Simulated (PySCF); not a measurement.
# A barrier at the coupled-cluster level

Start structure (SiPH7, singlet), relaxed at PBE0-D4/def2-TZVP:

```json
{"atom": "Si1", "x (Å)": "-1.3573", "y (Å)": "0.7686", "z (Å)": "-1.0029"}
{"atom": "H2", "x (Å)": "-0.5976", "y (Å)": "-0.4517", "z (Å)": "-1.3798"}
{"atom": "H3", "x (Å)": "-2.3529", "y (Å)": "1.0600", "z (Å)": "-2.0682"}
{"atom": "H4", "x (Å)": "-2.0653", "y (Å)": "0.5402", "z (Å)": "0.2805"}
{"atom": "H5", "x (Å)": "-0.4268", "y (Å)": "1.9168", "z (Å)": "-0.8746"}
{"atom": "H6", "x (Å)": "0.9305", "y (Å)": "-1.8887", "z (Å)": "1.2391"}
{"atom": "P7", "x (Å)": "1.3212", "y (Å)": "-0.5245", "z (Å)": "1.2447"}
{"atom": "H8", "x (Å)": "2.2397", "y (Å)": "-0.7031", "z (Å)": "2.3129"}
{"atom": "H9", "x (Å)": "2.3117", "y (Å)": "-0.7183", "z (Å)": "0.2471"}
```

The step: SiH₄ + PH₃ → SiPH₅ ([SiH3][PH2]) + H₂; bonds formed: Si1–P7, H2–H6; bonds broken: Si1–H2, H6–P7. Program: PySCF 2.14 with density fitting (its default auxiliary sets; JK sets also for MP2 and CCSD(T)). Basis: def2-TZVPP and def2-QZVPP. Cores are frozen in the correlated methods. Extrapolation: Hartree–Fock as exp(−7.88 √X), correlation as X^−2.97. Energies below are by CCSD(T) at an estimated basis limit (MP2 extrapolated from triple and quadruple zeta, plus CCSD(T) − MP2 in triple zeta).

Problem. What are the electronic barrier and the energy of the step, from the start structure to the end structure? (To be estimated.)

Solution. By the calculation: Barrier 262.4 kJ/mol; step energy 2.3 kJ/mol (uphill); reverse barrier, their difference, 260.1 kJ/mol. Barrier and step energy count from the start structure, the reverse barrier from the end structure.

The saddle point: One imaginary mode of 1525i cm⁻¹.
```json
{"pair": "Si1–P7", "start (Å)": "3.73", "saddle (Å)": "2.38", "end (Å)": "2.26"}
{"pair": "H2–H6", "start (Å)": "3.36", "saddle (Å)": "1.20", "end (Å)": "0.75"}
{"pair": "Si1–H2", "start (Å)": "1.49", "saddle (Å)": "1.81", "end (Å)": "4.04"}
{"pair": "H6–P7", "start (Å)": "1.42", "saddle (Å)": "1.55", "end (Å)": "3.30"}
```

Zero-point energy (harmonic, PBE0-D4): ZPE is 147.5 kJ/mol at the start and 142.7 kJ/mol at the saddle, so the barrier goes from 262.4 to 257.6 kJ/mol.

No T1 diagnostic of these runs exceeds 0.015. The end structure is not quite a true minimum (one mode of 28i cm⁻¹).

Labels in which every atom is bracketed show which atoms are joined, not bond orders.

For scale, one of the runs: CCSD(T)/def2-TZVPP, 182 basis functions, launched by `OMP_NUM_THREADS=4 python run.py`. Time: 100 s of wall clock on 4 CPU threads of a Oxide Virtual Turin-like; the host was shared. Peak host memory: 1.4 GiB.
